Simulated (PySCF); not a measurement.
Curvature of the energy in the electron number along group 15

Calculated with PySCF 2.14, in x2c-TZVPall, spin-free X2C: one orbital is emptied in steps, and each cell gives the departure of E from the straight line at half an electron, in eV (from a cubic fit). The exact functional gives zero.

```tsv
species	orbital	LDA	PBE	r2SCAN	PBE0	BHandHLYP	LC-wPBE	wB97X	UHF
N	2p alpha	-1.70	-1.65	-1.48	-1.14	-0.64	-0.42	-0.48	0.37
P	3p alpha	-1.10	-1.07	-0.97	-0.76	-0.46	-0.08	-0.15	0.17
As	4p alpha	-1.04	-1.00	-0.93	-0.71	-0.45	-0.05	-0.12	0.14
Sb	5p alpha	-0.93	-0.90	-0.84	-0.65	-0.42	-0.02	-0.09	0.11
```

**Question.** How does the mean departure depend on the functional?

**Answer.** LDA -1.19 eV; PBE -1.16 eV; r2SCAN -1.05 eV; PBE0 -0.81 eV; BHandHLYP -0.49 eV; LC-wPBE -0.14 eV; wB97X -0.21 eV; UHF 0.20 eV. Semilocal functionals are convex (delocalisation error), Hartree-Fock is concave or straight, and exact exchange removes curvature roughly in proportion to its share, so among the functionals the range-separated hybrids usually come closest to zero.

No spin-orbit coupling is included.
